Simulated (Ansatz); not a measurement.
A search over several starts for the lowest SCF solution of C2H6Si⁺, that is SiMe2 with one electron fewer at the given spin, in a small basis.

```yaml
crystal:
  periodic: [false, false, false]
  atoms:
    - {symbol: Si, position_ang: [-0.001246, 0.008972, -1.302597]}
    - {symbol: C, position_ang: [1.434431, -0.012391, -0.048198]}
    - {symbol: H, position_ang: [1.376996, -0.921292, 0.564191]}
    - {symbol: H, position_ang: [1.351697, 0.831412, 0.647624]}
    - {symbol: H, position_ang: [2.417123, 0.021269, -0.519094]}
    - {symbol: C, position_ang: [-1.434415, 0.011119, -0.045170]}
    - {symbol: H, position_ang: [-1.381147, 0.919804, 0.568304]}
    - {symbol: H, position_ang: [-1.345617, -0.832915, 0.649297]}
    - {symbol: H, position_ang: [-2.417813, -0.025989, -0.514347]}
basis:
  gaussian: {orbitals: def2-SVP}
total_charge: 1
magnetization: {spin_polarized: true, initial_magnetization: 1}
hamiltonian: {xc: pbe0, dispersion: d4}
output: {orbitals: {seedname: orbitals}}
```

```sh
$ ansatz run in.yaml --threads 4 --pin off --events-out ev --progress --plain --max-ram 3916MiB
```

It prints (some lines left out):

```
Functional definition: PBE0
772 factors; integrals over basis functions are off by at most 1.2e-3 eV
mean field evaluation 1: about -10013.9581 eV, gradient 5.6e1 eV
mean field evaluation 2: about -9997.5164 eV, gradient 7.1e1 eV
mean field evaluation 4: about -10029.7929 eV, gradient 2.4e0 eV
mean field evaluation 8: about -10029.9476 eV, gradient 1.0e-1 eV
mean field evaluation 16: about -10029.9478 eV, gradient 7.1e-5 eV
mean field -10029.94778340 eV, -368.5937824973 hartree, gradient 7.5e-5 eV, S^2 0.752732; 0 other end points of the search recorded, 0 dependent functions left out
reference -10029.94780769 eV, -368.5937833897 hartree; 16, 15 occupied and 60, 61 virtual orbitals, 772 factors
Total energy: -10030.05056761 eV, -368.5975597474 hartree
```

Hardware: 4 threads of Arm Neoverse V1 on a shared host. Wall time 0.95 s.
